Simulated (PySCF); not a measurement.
PySCF job for dichloromethane (CH₂Cl₂), SMILES C(Cl)Cl, PBE/pcSseg-2. Coordinates come from a r2SCAN-D4/def2-TZVP optimisation.

```python
import numpy as np
from pyscf import gto, scf, dft
from pyscf.prop.nmr import rks as nmr

mol = gto.M(
    atom='''
    Cl   -1.47845390    0.00000000    0.21572025
    C     0.00000000    0.00000000   -0.76510162
    Cl    1.47845390    0.00000000    0.21572025
    H     0.00000000   -0.90001680   -1.37193931
    H     0.00000000    0.90001680   -1.37193931
    ''',
    basis='pcSseg-2',
    charge=0,
    spin=0,
    max_memory=1600,
    verbose=3,
)
mf = dft.RKS(mol, xc='pbe')
mf.grids.level = 3
mf.conv_tol = 1e-10
mf.max_cycle = 100
mf.kernel()
n = nmr.NMR(mf)
n.verbose = 2
n.max_cycle_cphf = 60
sigma = n.kernel()
print('atom   isotropic/ppm   span/ppm')
for i, s in enumerate(sigma):
    w = np.linalg.eigvalsh((s + s.T) / 2)
    print(f'{mol.atom_symbol(i):2s}{i + 1:3d} {w.mean():14.3f} {w[2] - w[0]:11.3f}')
```

Log of the run:

```
converged SCF energy = -959.340598610167
atom   isotropic/ppm   span/ppm
Cl  1        709.768     602.730
C   2        106.541      87.806
Cl  3        709.768     602.730
H   4         25.693      13.160
H   5         25.693      13.160
```

The calculation finished and met its thresholds.
